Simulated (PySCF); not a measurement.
**Worked example for 2-fluoro-2-methylpropane: homolysis of bond C1–C2**

Structure: `CC(C)(C)F` (C4H9F). Coordinates in Å; atoms count from 1 in this order:
```
C     1.2496    0.0061   -0.7515
C     0.1526   -0.0898    0.2942
C    -0.8503   -1.1823   -0.0329
C    -0.5232    1.2489    0.5335
F     0.7689   -0.4525    1.4945
H     0.8366    0.2867   -1.7315
H     1.9914    0.7623   -0.4557
H     1.7636   -0.9608   -0.8528
H    -1.3828   -0.9603   -0.9693
H    -1.5896   -1.2735    0.7760
H    -0.3379   -2.1491   -0.1435
H     0.2194    1.9981    0.8444
H    -1.0204    1.6080   -0.3795
H    -1.2769    1.1589    1.3292
```

Energies: M06-2X/def2-TZVP (PySCF, density fitting, integration grid level 3) on PBE0-D3(BJ)/def2-SVP structures. Zero-point and thermal terms (298.15 K, 1 bar) come from unscaled PBE0-D3(BJ)/def2-SVP harmonic frequencies, with soft modes damped to free rotors in the entropy.

Step: `CC(C)(C)F` → CH3• + `C[C](C)F`.

| species | charge | multiplicity | E / Eh |
| --- | --- | --- | --- |
| `CC(C)(C)F` | 0 | 1 | -257.682550 |
| CH3• | 0 | 2 | -39.823689 |
| `C[C](C)F` | 0 | 2 | -217.706227 |

Thermal terms, products less reactant: Δ(H − E) = -23.56 kJ/mol, Δ(G − E) = -80.40 kJ/mol. 1 Eh = 2625.50 kJ/mol.

What are ΔE, ΔH and ΔG of this step?

ΔE = 0.152634 Eh = 400.74 kJ/mol; ΔH = 377.2 kJ/mol; ΔG = 320.3 kJ/mol, all in the gas phase at 298.15 K and 1 bar. The digits show the arithmetic; the method itself can be off by 10 kJ/mol or more.
